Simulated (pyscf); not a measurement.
Structures and frequencies: ωB97X-D3(BJ)/def2-SVP in PySCF. MP2 and CC: frozen core, UHF for open shells. ΔMP2 is the change of the MP2 total energy from the triple- to the quadruple-zeta basis.

Task: What is the homolytic dissociation enthalpy (298 K, CCSD(T)/def2-TZVPP + ΔMP2(QZVPP)) of the S–Sn bond of O=SnH–SH (SMILES [O]=[SnH][SH]), to [O=SnH]• + SH•?

Result: S–Sn to [O=SnH]• + SH•: 65.8 kcal/mol. The radicals are drawn with the spin at the cut bond; how far it spreads was not checked. O=SnH–SH lies 62.1 kcal/mol over its isomer HO–Sn:–SH [singlet], and others may lie lower still (electronic energy, ωB97M-D3(BJ)). The CCSD(T) − MP2 part came from Ansatz, without density fitting, on the same reference. The frozen core leaves the outer d or s,p core shells of the metals and heavy elements correlated in the MP2 and CC values, and def2-TZVPP describes them poorly, which can shift differences by a few kcal/mol. Left out: the spin-orbit lowering of SH. Elements past Kr carry the def2 core potentials, without spin-orbit coupling.
